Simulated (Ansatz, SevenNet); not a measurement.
For corundum (α-Al2O3), the machine-learned potential SevenNet-l3i5 (trained on PBE and PBE+U data) gives:

| Quantity | Result |
|---|---|
| equilibrium lattice constant a | 4.807 Å |
| c axis length | 13.121 Å |

Question: What does r²SCAN (plane waves, PAW; Ansatz, an electronic-structure program) give for the same quantities?

Answer: 
- lattice constant a: 4.759 Å (falls by 1.0 %)
- lattice parameter c: 12.995 Å (shrinks by 1.0 %)

For comparison: lattice constant a 4.759 Å (measured, temperature not stated, not corrected to a static lattice; as tabulated in Lallet et al. (2009), arXiv:0801.3594); lattice parameter c 12.991 Å (measured, temperature not stated, not corrected to a static lattice; as tabulated in Lallet et al. (2009), arXiv:0801.3594).

Changes are worked out from the printed values.

Unless a cell is named, each level is at its own relaxed cell (SevenNet-l3i5 8.75, r²SCAN 8.49 Å³/atom).

Ansatz's density-functional and Hartree–Fock values are scalar-relativistic unless marked +SOC, with PAW data made under PBE.
